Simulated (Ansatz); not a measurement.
# CHOSi+ (triplet): wave-function methods side by side, def2-TZVPP

An exercise on one series of results from a longer session: the logs are not shown, and one member is left open.

Computed with Ansatz 0.2.0, Gaussian basis. Level: def2-TZVPP, core rule «outside noble gas», up to 7 orbitals frozen.

To be run: UHF; ROHF; CCSD(T) on UHF.

2 further runs of the same task are left out: 2 set aside as unsound or not needed.

## What is computed

The geometry is a PBE0/def2-TZVP stationary point (not a proven minimum) of the parent state, kept for this charge and spin.

4 atoms, charge 1, spin multiplicity 3.

Atoms are counted from 1 here; the program's logs count them from 0.

Bond lengths: C1–O2 1.287 Å, C1–H4 1.117 Å, O2–Si3 1.632 Å. Angles: O2–C1–H4 105.9°, C1–O2–Si3 170.9°.

Coordinates:

```xyz
4
charge 1, multiplicity 3
C     0.00000   -0.16131    1.77689
O     0.00000    0.03279    0.50432
Si    0.00000    0.01965   -1.12763
H     0.00000    0.85404    2.24173
```

The first run:

The input, in.yaml:

```yaml
crystal:
  periodic: [false, false, false]
  atoms:
    - {symbol: C, position_ang: [0.000000, -0.161310, 1.776890]}
    - {symbol: O, position_ang: [0.000000, 0.032795, 0.504320]}
    - {symbol: Si, position_ang: [0.000000, 0.019652, -1.127630]}
    - {symbol: H, position_ang: [0.000000, 0.854039, 2.241729]}
basis:
  gaussian: {orbitals: def2-TZVPP}
total_charge: 1
magnetization: {spin_polarized: true, initial_magnetization: 2}
hamiltonian: {xc: hf}
output: {orbitals: {seedname: orbitals}}
```

On the command line:

```bash
> ansatz run in.yaml --threads 1 --pin off --events-out ev --progress --plain --max-ram 4096MiB --backend cpu
```

Steps of the session up to this table: UHF; ROHF; CCSD(T) on UHF.

One table of the session follows, with a row left open; its other results are not shown here.

```
  method  from UCCSD(T) (meV)
    ROHF             +12487.0
     UHF             +12332.6
    UMP2                    ?
   UCCSD               +545.5
UCCSD(T)                    0
```

**Question.** Estimate the row for UMP2.

The run gave: from UCCSD(T) (meV): +1196.3. In the column «from UCCSD(T) (meV)» it lies between UCCSD (+545.5) and UHF (+12332.6).
